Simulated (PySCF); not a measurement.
Frontier orbitals and the lowest excitations

Compound: C5H7N.
Geometry (GFN2-xTB, Å), atoms numbered from 1 in this order:
```
atom  x, y, z in Å
C1     2.447    0.088    0.025
N2     1.300   -0.068    0.506
C3     0.211   -0.375   -0.319
C4    -0.924   -1.177    0.318
C5    -1.094    0.237    0.019
C6    -1.823    1.320    0.028
H7     3.256    0.328    0.697
H8     2.691    0.001   -1.041
H9     0.424   -0.551   -1.380
H10   -1.422   -1.918   -0.290
H11   -0.791   -1.462    1.352
H12   -1.446    2.262   -0.337
H13   -2.834    1.315    0.404
```

Theory: PySCF 2.14.0, density-fitted response routines, TDDFT B3LYP/def2-SVPD, vertical, gas phase, core orbitals frozen in the response.

Kohn–Sham orbitals with the atoms that hold most of them (Löwdin shares over 4%, at most four atoms; ? is withheld):

```json
{"orbital": "LUMO+2", "ε (eV)": "0.77", "atoms": "C1 24%, C6 14%, C4 9%, H7 8%"}
{"orbital": "LUMO+1", "ε (eV)": "-0.15", "atoms": "C5 24%, C6 21%, C1 8%, N2 8%"}
{"orbital": "LUMO", "ε (eV)": "?", "atoms": "?"}
{"orbital": "HOMO", "ε (eV)": "-7.11", "atoms": "N2 52%, C1 12%, C3 10%, H9 5%"}
{"orbital": "HOMO-1", "ε (eV)": "-7.43", "atoms": "?"}
{"orbital": "HOMO-2", "ε (eV)": "-7.65", "atoms": "C5 23%, C6 17%, C3 17%, N2 11%"}
{"orbital": "HOMO-3", "ε (eV)": "-8.60", "atoms": "C4 31%, C5 19%, C3 13%, C6 9%"}
```

(1) Which atoms hold the LUMO, and with what shares?

(2) Which atoms hold the HOMO-1, and with what shares?

(3) What is the LUMO energy, and the HOMO–LUMO gap?

## Answers

(1) C1 (bonded to N and 2 H) 30%; N2 (bonded to 2 C) 29%; C6 (bonded to C and 2 H) 8%; C5 (bonded to 3 C) 7%. By element: carbon 45% or more, nitrogen 29%.

(2) C5 (bonded to 3 C) 27%; C6 (bonded to C and 2 H) 24%; N2 (bonded to 2 C) 12%; C1 (bonded to N and 2 H) 10%. By element: carbon 61% or more, nitrogen 12%.

(3) ε(LUMO) = -0.71 eV; the gap is 6.40 eV (0.2353 hartree).

Problem. How does S1 compare with the orbital gap of 6.40 eV?

Solution. S1 is at 4.93 eV (f = 0.0015), 1.47 eV below the gap, made of HOMO→LUMO (90%). 

Next come S2 at 5.89 eV (f 0.015), HOMO→LUMO+1 (49%), HOMO-1→LUMO (29%), HOMO-1→LUMO+1 (9%); S3 at 6.02 eV (f 0.081), HOMO-1→LUMO (41%), HOMO→LUMO+1 (31%), HOMO-2→LUMO+1 (18%); S4 at 6.07 eV (f 0.0046), HOMO-2→LUMO (60%), HOMO-1→LUMO+1 (21%), HOMO→LUMO+1 (9%); S5 at 6.59 eV (f 0.249), HOMO-2→LUMO+1 (33%), HOMO-2→LUMO (20%), HOMO-1→LUMO+1 (17%).

Löwdin shares depend on the basis, the more so with diffuse functions.

The run took 30 s on x86-64 server, one thread (shared host).

One conformer stands for the species.
